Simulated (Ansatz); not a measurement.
**Relaxing SnRuC₂**

Level of theory: DFT PBE, scalar-relativistic, plane waves, PAW in Ansatz 0.2.0. Cutoff 420 eV, Γ-centred k mesh, Gaussian smearing, no spin polarisation in the final step.

This is the end of a relaxation of cell and atoms.

```
Sn Ru C
1.0
     3.15908    0.00000    0.00000
    -1.57954    2.73584    0.00000
     0.00000    0.00000   11.62962
Sn Ru C
2 2 4
Direct
  0.00000 0.00000 0.50000
  0.00000 0.00000 0.00000
  0.33333 0.66667 0.75000
  0.66667 0.33333 0.25000
  0.33333 0.66667 0.34418
  0.66667 0.33333 0.84418
  0.66667 0.33333 0.65582
  0.33333 0.66667 0.15582
```

Energies over the elements count from the elements' standard structures at the same level, with no empirical corrections.

Question: What space group does it have?

Answer: P6_3/mmc (No. 194). Conventional cell: a = 3.159 Å, c = 11.630 Å. Around Sn lie 6 C at 2.57 Å; Ru is coordinated by 6 C at 2.13 Å; around C lie 3 Ru at 2.13 Å, 1 C at 2.19 Å and 3 Sn at 2.57 Å.

Question: What is its formation energy per atom?

Answer: 1.19 eV/atom.

Question: Is it a metal?

Answer: Yes, bands cross the Fermi level on the 12×12×4 mesh.

The final run used a 12×12×4 mesh on its 8-atom cell and 0.10 eV smearing. The k mesh leaves about 4 meV/atom of noise in metals. The cell came from a trial start, so SnRuC₂ may not exist in this structure.

Cost: 3 runs of about 2.7 core-minutes in all, on Arm Neoverse V1 (shared hosts).